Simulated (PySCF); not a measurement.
SMILES OCSC (C2H6OS) at its CAM-B3LYP/def2-SVP optimised geometry (Å):

```
10

C      1.4683     0.2655    -1.5792
S      1.1927    -0.5772     0.0000
C     -0.6241    -0.5772     0.0000
O     -1.1927     0.6947     0.0000
H      0.8188     1.1485    -1.6392
H      2.5177     0.5859    -1.6117
H      1.2704    -0.3997    -2.4321
H     -0.9051    -1.1807     0.8825
H     -0.9959    -1.0935    -0.8970
H     -0.8300     1.1807     0.7527
```

Calculation: CAM-B3LYP/def2-TZVP (PySCF).

Map of the electron localisation function on the plane z = 1.2 Å:

```
|                               |
|                               |
|                               |
|                               |
|                               |
|          .:::                 |
|         .-=++-                |
|        .-+*#*+.               |
|        :+#%%#+:     ..        |
|       .-*%@@%*:   .:=-:.      |
|      .:=*%@@%+.   :+**+-:     |
|    ...:=*#%%#-   .+#%##*=:    |
|    ..::-=+**-.   =#%%%%#+-.   |
|    ..::::-::.   :*%%@@%%*=:   |
|     ......      -*%@@@@%#+-.  |
|                .-*%@@@@%#+-.  |
|          ..::. .-*%%@@%%#+-.  |
|        .-+##+:..:+#%%%%%#+-.  |
|       .+%@@@%=. .-*#%%%#*+-.  |
|      .+%@@@@@*. .:=*#%##*=:.  |
|     .=%@@@@@@#:  .-+###*+=:   |
|     .*@@@@@@@#:  .-+****=-.   |
|     .*@@@@@@@#.   :=++++-:.   |
|     .=%@@@@@@+    .-===-:.    |
|      :*%@@@@#:    .:---:.     |
|       :+#%%*-     ..::..      |
|        .:--:        ..        |
|                               |
|                               |
|                               |
|                               |
```
Scale: ten equal steps from 0.000 (start of ' ') to 0.999 (end of '@'), in the order ' .:-=+*#%@'; x runs from -3.50 to 3.50, y from -3.50 (bottom) to 3.50 (top).
